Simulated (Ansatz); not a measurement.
Input file:

```yaml
crystal:
  periodic: [false, false, false]
  atoms:
    - {symbol: Ga, position_ang: [-0.000007, -0.160848, 2.704498]}
    - {symbol: Ga, position_ang: [-0.000033, -0.165630, 0.427603]}
    - {symbol: O, position_ang: [0.000020, -0.265468, -1.348973]}
    - {symbol: H, position_ang: [0.000020, 0.591945, -1.783128]}
basis:
  gaussian: {orbitals: cc-pVTZ}
magnetization: {spin_polarized: false, initial_magnetization: 1}
correlation: {method: bccd_t, electrons: outside_noble_gas}
```

```sh
$ ansatz run in.yaml --threads 2 --pin off --events-out ev --progress --plain --max-ram 24576MiB --backend cuda --devices 0, --max-vram 18GiB
```

Problem. Roughly how long does this take on 2 threads of AMD EPYC 7R13 with a shared H100 80 GB, shared host, and how much host memory?

Solution. 10 s wall and 0.86 GiB.

```
840 factors; integrals over basis functions are off by at most 1.2e-3 eV
mean field evaluation 1: about -106720.1295 eV, gradient 4.2e1 eV
mean field evaluation 2: about -106720.1337 eV, gradient 4.2e1 eV
mean field evaluation 4: about -106723.9532 eV, gradient 2.7e0 eV
mean field evaluation 8: about -106724.0318 eV, gradient 2.2e-1 eV
mean field evaluation 16: about -106723.9483 eV, gradient 2.7e0 eV
mean field evaluation 32: about -106724.0306 eV, gradient 3.7e-1 eV
mean field evaluation 64: about -106723.9055 eV, gradient 2.0e0 eV
mean field evaluation 96: about -106718.0019 eV, gradient 4.2e0 eV
mean field evaluation 128: about -106721.0198 eV, gradient 7.0e-1 eV
mean field evaluation 160: about -106721.0167 eV, gradient 3.6e-2 eV
...
mean field -106724.03318286 eV, -3922.0358793223 hartree, gradient 2.7e-6 eV, S^2 0.750000; 9 other end points of the search recorded, 0 dependent functions left out
...
determinant -106724.03318286 eV, -3922.0358793223 hartree, with singles and doubles -106734.29060452 eV, -3922.4128326154 hartree
determinant -106723.92691331 eV, -3922.0319739882 hartree, with singles and doubles -106734.17228626 eV, -3922.4084844997 hartree
determinant -106722.15672227 eV, -3921.9669206675 hartree, with singles and doubles -106732.41715188 eV, -3922.3439845009 hartree
determinant -106721.98692878 eV, -3921.9606808716 hartree, with singles and doubles -106732.22127018 eV, -3922.3367859812 hartree
determinant -106721.01671644 eV, -3921.9250262261 hartree, with singles and doubles -106731.50730283 eV, -3922.3105481648 hartree
determinant -106724.03318286 eV, -3922.0358793223 hartree, with singles and doubles -106734.20102443 eV, -3922.4095406080 hartree
determinant -106723.92691331 eV, -3922.0319739882 hartree, with singles and doubles -106734.08223663 eV, -3922.4051752369 hartree
mean field evaluation 544: about -106724.0332 eV, gradient 2.5e-6 eV
29 core orbitals not correlated, not the lowest: weight in the atoms' cores, before any rotation towards them, 0.875 or more for the frozen orbitals, at most 0.167 for the correlated occupied ones
reference -106724.03318286 eV, -3922.0358793223 hartree; 7, 6 occupied and 94, 95 virtual orbitals, 840 factors
second order -9.62581170 eV of doubles, -0.03829246 eV of singles
cycle   1  -10.13835592 eV  change    2.9e-2 eV  update   9.7e-3
cycle   2  -10.14561147 eV  change   -7.3e-3 eV  update   3.2e-3
cycle   3  -10.14540876 eV  change    2.0e-4 eV  update   1.4e-3
cycle   4  -10.14412737 eV  change    1.3e-3 eV  update   5.8e-4
cycle   5  -10.14437819 eV  change   -2.5e-4 eV  update   3.3e-4
cycle   6  -10.14444916 eV  change   -7.1e-5 eV  update   1.4e-4
cycle   7  -10.14439989 eV  change    4.9e-5 eV  update   5.4e-5
cycle   8  -10.14439131 eV  change    8.6e-6 eV  update   2.4e-5
cycle   9  -10.14439518 eV  change   -3.9e-6 eV  update   1.1e-5
perturbative correction -0.44561683 eV, -0.0163761165 hartree
Total energy: -106734.62319488 eV, -3922.4250550856 hartree
```
